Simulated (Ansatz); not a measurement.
# B₂H₂+ (doublet): from Hartree-Fock to the top rungs, def2-TZVPP

One table from this session's results is given with a row withheld; the runs are named, their logs left out.

Method: def2-TZVPP, core rule «outside noble gas», up to 2 orbitals frozen; program: Ansatz 0.2.0, Gaussian basis.

Plan: UHF; ROHF; CCSD(T) on UHF.

2 further runs of the same task are left out: 2 set aside as unsound or not needed.

### The system

The geometry is a PBE0/def2-TZVP stationary point (not a proven minimum) of the parent state, kept for this charge and spin.

4 atoms, charge 1, spin multiplicity 2.

Atoms are counted from 1 here; the program's logs count them from 0.

Bond lengths: B1–B2 1.525 Å, B1–H3 1.176 Å, B2–H4 1.176 Å. Angles: B2–B1–H3 180.0°, B1–B2–H4 180.0°.

The first run:

Contents of in.yaml:

```yaml
crystal:
  periodic: [false, false, false]
  atoms:
    - {symbol: B, position_ang: [0.000000, 0.000000, 0.762520]}
    - {symbol: B, position_ang: [0.000000, 0.000000, -0.762520]}
    - {symbol: H, position_ang: [0.000000, 0.000000, 1.938254]}
    - {symbol: H, position_ang: [0.000000, 0.000000, -1.938254]}
basis:
  gaussian: {orbitals: def2-TZVPP}
total_charge: 1
magnetization: {spin_polarized: true, initial_magnetization: 1}
hamiltonian: {xc: hf}
output: {orbitals: {seedname: orbitals}}
```

On the command line:

```console
> ansatz run in.yaml --threads 1 --pin off --events-out ev --progress --plain --max-ram 3968MiB --backend cpu
```

Steps of the session up to this table: UHF; ROHF; CCSD(T) on UHF.

One of the session's tables, all rows but one given; the rest of the session is left out.

```
  method  from UCCSD(T) (kJ/mol)
    ROHF                  +427.6
     UHF                       ?
    UMP2                   +85.4
   UCCSD                    +9.9
UCCSD(T)                       0
```

Q: Estimate the row for UHF from the others.

The run gave: from UCCSD(T) (kJ/mol): +420.8. In the column «from UCCSD(T) (kJ/mol)» it lies between UMP2 (+85.4) and ROHF (+427.6).
